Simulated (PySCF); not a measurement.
**Name the molecule from its bond curve**

A diatomic of charge +1 contains Cl. Its singlet curve at RHF-CCSD(T) in a double-zeta basis (no relativity, PySCF), in eV from the separated fragments:

(R (Å), E (eV)): (1.949, -1.801), (2.036, -2.119), (2.101, -2.242), (2.166, -2.289), (2.231, -2.279), (2.318, -2.197), (2.426, -2.020), (2.556, -1.744)

The fit gives ωe = 493 cm⁻¹ and the rotational constant Bₑ = 0.2482 cm⁻¹.

Task: Which atom is the partner?

Result: The minimum lies at 2.185 Å, so the reduced mass is 16.8576 u Å² cm⁻¹/(Bₑ·Re²) = 14.23 u. With Cl at 34.97 u the partner weighs about 24.0 u: Mg. The molecule is MgCl⁺.

Correlated steps freeze 6 core orbitals.
